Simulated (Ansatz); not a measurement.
Ansatz (an electronic-structure program) input (B3LYP/LANL2DZ): The .json file is the Basis Set Exchange's LANL2DZ.

Ansatz 0.2 input:
```yaml
crystal:
  periodic: [false, false, false]
  atoms:
    - {symbol: N, position_ang: [-0.00157683, -0.00024839, 1.30348651]}
    - {symbol: C, position_ang: [0.00170413, 0.00026845, -1.40872082]}
    - {symbol: C, position_ang: [0.00242832, 1.18429545, 0.66375975]}
    - {symbol: C, position_ang: [-0.00403366, -1.18454834, 0.66330053]}
    - {symbol: C, position_ang: [-0.00242719, -1.20598434, -0.71362886]}
    - {symbol: C, position_ang: [0.00415317, 1.20625623, -0.71316122]}
    - {symbol: H, position_ang: [0.00301286, 0.00047461, -2.49058434]}
    - {symbol: H, position_ang: [0.00410240, 2.07112659, 1.28013971]}
    - {symbol: H, position_ang: [-0.00719860, -2.07161432, 1.27933659]}
    - {symbol: H, position_ang: [-0.00438966, -2.15440561, -1.23046542]}
    - {symbol: H, position_ang: [0.00736564, 2.15487440, -1.22963003]}
    - {symbol: H, position_ang: [-0.00280348, -0.00044162, 2.31750162]}
basis:
  gaussian:
    orbitals: LANL2DZ.json
hamiltonian:
  xc: {name: B3LYP}
total_charge: 1
relax: {f_tol: 0.003, max_steps: 120}
```

From the last part of the output:

```
WARN ansatz: RAYON_NUM_THREADS=4 ignored (pool sized by the plan → 4); use --threads N
Functional definition: B3LYP
integrals: 0.03 GiB planned
976 factors; integrals over basis functions are off by at most 3.2e-4 eV
mean field: 0.26 GiB planned
mean field evaluation 1: about -6754.4553 eV, gradient 6.1e1 eV
mean field evaluation 2: about -6753.7703 eV, gradient 6.6e1 eV
mean field evaluation 4: about -6765.1324 eV, gradient 3.1e0 eV
mean field evaluation 8: about -6765.1265 eV, gradient 2.4e-1 eV
mean field evaluation 16: about -6765.1267 eV, gradient 2.8e-5 eV
mean field -6765.12668256 eV, -248.6138200166 hartree, gradient 2.8e-5 eV, S^2 0.000000; 0 other end points of the search recorded, 0 dependent functions left out
the calculation of the forces begins
reference -6765.12689820 eV, -248.6138279410 hartree; 21, 21 occupied and 45, 45 virtual orbitals, 976 factors
relax step   1: F+E_penalty+E_count = -6765.12668256 eV  Δ(F+E_penalty+E_count) = +0.000e0 eV  max|allowed force component| = 8.867e-1 eV/Å  Δτ_max = 0.0000 Å  (27 SCF iters, accepted)
these checks for a lower state are left out or cut short: starts, cluster_reference, orbital_swaps, neighbouring_geometries, increment
integrals: 0.03 GiB planned
976 factors; integrals over basis functions are off by at most 3.2e-4 eV
mean field: 0.26 GiB planned
mean field -6765.18515555 eV, -248.6159688593 hartree, gradient 7.5e-5 eV, S^2 0.000000; 0 other end points of the search recorded, 0 dependent functions left out
the calculation of the forces begins
reference -6765.18537199 eV, -248.6159768134 hartree; 21, 21 occupied and 45, 45 virtual orbitals, 976 factors
relax step   2: F+E_penalty+E_count = -6765.18515555 eV  Δ(F+E_penalty+E_count) = -5.847e-2 eV  max|allowed force component| = 2.291e-1 eV/Å  Δτ_max = 0.0200 Å  (26 SCF iters, accepted)
these checks for a lower state are left out or cut short: starts, cluster_reference, orbital_swaps, neighbouring_geometries, increment
integrals: 0.03 GiB planned
976 factors; integrals over basis functions are off by at most 3.2e-4 eV
mean field: 0.26 GiB planned
mean field -6765.18981529 eV, -248.6161401015 hartree, gradient 7.6e-5 eV, S^2 0.000000; 0 other end points of the search recorded, 0 dependent functions left out
the calculation of the forces begins
reference -6765.19003204 eV, -248.6161480669 hartree; 21, 21 occupied and 45, 45 virtual orbitals, 976 factors
relax step   3: F+E_penalty+E_count = -6765.18981529 eV  Δ(F+E_penalty+E_count) = -4.660e-3 eV  max|allowed force component| = 2.005e-2 eV/Å  Δτ_max = 0.0081 Å  (27 SCF iters, accepted)
these checks for a lower state are left out or cut short: starts, cluster_reference, orbital_swaps, neighbouring_geometries, increment
integrals: 0.03 GiB planned
976 factors; integrals over basis functions are off by at most 3.2e-4 eV
mean field: 0.26 GiB planned
mean field evaluation 32: about -6765.1898 eV, gradient 4.5e-5 eV
mean field -6765.18982353 eV, -248.6161404042 hartree, gradient 4.5e-5 eV, S^2 0.000000; 0 other end points of the search recorded, 0 dependent functions left out
the calculation of the forces begins
reference -6765.19004027 eV, -248.6161483694 hartree; 21, 21 occupied and 45, 45 virtual orbitals, 976 factors
relax step   4: F+E_penalty+E_count = -6765.18982353 eV  Δ(F+E_penalty+E_count) = -8.237e-6 eV  max|allowed force component| = 1.660e-2 eV/Å  Δτ_max = 0.0010 Å  (20 SCF iters, accepted)
these checks for a lower state are left out or cut short: starts, cluster_reference, orbital_swaps, neighbouring_geometries, increment
integrals: 0.03 GiB planned
976 factors; integrals over basis functions are off by at most 3.2e-4 eV
mean field: 0.26 GiB planned
mean field -6765.18982692 eV, -248.6161405289 hartree, gradient 2.6e-5 eV, S^2 0.000000; 0 other end points of the search recorded, 0 dependent functions left out
the calculation of the forces begins
reference -6765.19004367 eV, -248.6161484943 hartree; 21, 21 occupied and 45, 45 virtual orbitals, 976 factors
relax step   5: F+E_penalty+E_count = -6765.18982692 eV  Δ(F+E_penalty+E_count) = -3.393e-6 eV  max|allowed force component| = 2.150e-3 eV/Å  Δτ_max = 0.0004 Å  (19 SCF iters, accepted)
integrals: 0.03 GiB planned
976 factors; integrals over basis functions are off by at most 3.2e-4 eV
mean field: 0.26 GiB planned
mean field -6765.18982692 eV, -248.6161405289 hartree, gradient 2.6e-5 eV, S^2 0.000000; 1 other end points of the search recorded, 0 dependent functions left out
the calculation of the forces begins
reference -6765.19004367 eV, -248.6161484943 hartree; 21, 21 occupied and 45, 45 virtual orbitals, 976 factors
Total energy: -6765.19004367 eV, -248.6161484943 hartree
Atom 0 at    -0.001604    -0.000253     1.325832 Å, force    -0.000002    -0.000000     0.001392 eV/Å
Atom 1 at     0.001728     0.000272    -1.428641 Å, force    -0.000001    -0.000000     0.000508 eV/Å
Atom 2 at     0.002462     1.201240     0.674365 Å, force    -0.000005    -0.002150    -0.000478 eV/Å
Atom 3 at    -0.004093    -1.201497     0.673899 Å, force     0.000006     0.002150    -0.000477 eV/Å
Atom 4 at    -0.002459    -1.221402    -0.721964 Å, force    -0.000002    -0.000991    -0.000727 eV/Å
Atom 5 at     0.004205     1.221677    -0.721490 Å, force     0.000004     0.000991    -0.000727 eV/Å
Atom 6 at     0.003042     0.000479    -2.514316 Å, force    -0.000000    -0.000000     0.000383 eV/Å
Atom 7 at     0.004170     2.097475     1.283636 Å, force    -0.000000     0.000301     0.000937 eV/Å
Atom 8 at    -0.007275    -2.097964     1.282823 Å, force    -0.000002    -0.000301     0.000937 eV/Å
Atom 9 at    -0.004430    -2.173420    -1.239900 Å, force     0.000004     0.000785    -0.001137 eV/Å
Atom 10 at     0.007429     2.173892    -1.239057 Å, force    -0.000001    -0.000784    -0.001137 eV/Å
Atom 11 at    -0.002838    -0.000447     2.346148 Å, force    -0.000001    -0.000000     0.000527 eV/Å
Dipole moment:    -0.000492    -0.000078     0.406882 e Å
```

The dipole moment of an ion depends on the origin.
